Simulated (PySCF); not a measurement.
Input of a run (PBE0-D3(BJ)/def2-SVP geometry optimisation, gas phase (PySCF 2.14.0)), started from GFN2-xTB:
```
{"job": {"xc": "PBE0", "basis": "def2-SVP", "d3": "d3bj", "grid": 1, "kind": "geom"}, "charge": 0, "multiplicity": 1}
C     -1.471529    -0.212279    -0.008539
C     -0.654516     0.796058     0.221463
F     -1.110749     2.037799     0.420031
O      0.704721     0.830973     0.289313
C      1.402504    -0.263141    -0.157109
F      1.261341    -1.328849     0.690840
H     -1.120506    -1.216714    -0.136647
H     -2.529991    -0.040758    -0.035147
H      1.064433    -0.608383    -1.147041
H      2.463175     0.009948    -0.159692
```

Output (energies in Eh, forces in Eh/bohr):
```
step   0  E = -390.89779357  max force = 0.028078
step   1  E = -390.89849787  max force = 0.011014
step   2  E = -390.89896756  max force = 0.007218
step   3  E = -390.89959407  max force = 0.003831
step   4  E = -390.89974019  max force = 0.000903
step   5  E = -390.89978445  max force = 0.000644
step   6  E = -390.89980911  max force = 0.000589
step   7  E = -390.89981922  max force = 0.000359
optimisation converged
```

Question: Summarise the run.

Answer: The energy falls by 0.055 eV over 8 energy and gradient evaluations, the largest force component goes from 0.0281 to 3.6e-04 Eh/bohr, and the atoms move by 0.056 Å rms after alignment. The bond that changes most is C2–F3 (vinylic C–F carbon to vinyl fluorine), which shortens by 0.021 Å. Bonds longer at the end by more than 0.005 Å: 4 of 9; shorter: 3. Among the angles that change most is O4–C5–H9, from 112.7° to 110.4°. The energy never rose by more than 1e-6 Eh on the way. The first step brought 35 % of the lowering.

Question: What are the final bond lengths?

Answer: C1=C2 1.331 Å, C2–F3 1.317 Å, C2–O4 1.342 Å, O4–C5 1.382 Å, C5–F6 1.358 Å, C1–H7 1.088 Å, C1–H8 1.089 Å, C5–H9 1.105 Å, C5–H10 1.099 Å. Numbering counts from 1 in the input's order; the species is `C=C(F)OCF`.

The run used 104 basis functions and 57 SCF cycles in all. Time: 23 s. Hardware: an Arm Neoverse V2 with one thread, shared host.

PBE0-D3(BJ)/def2-SVP frequencies: not computed here. One conformer, not necessarily the lowest.

Conformer computed: `[CH2:1]=[C:2]([F:3])[O:4][CH2:5][F:6]`: C1–C2–O4–C5 18°, C2–O4–C5–F6 -75°.
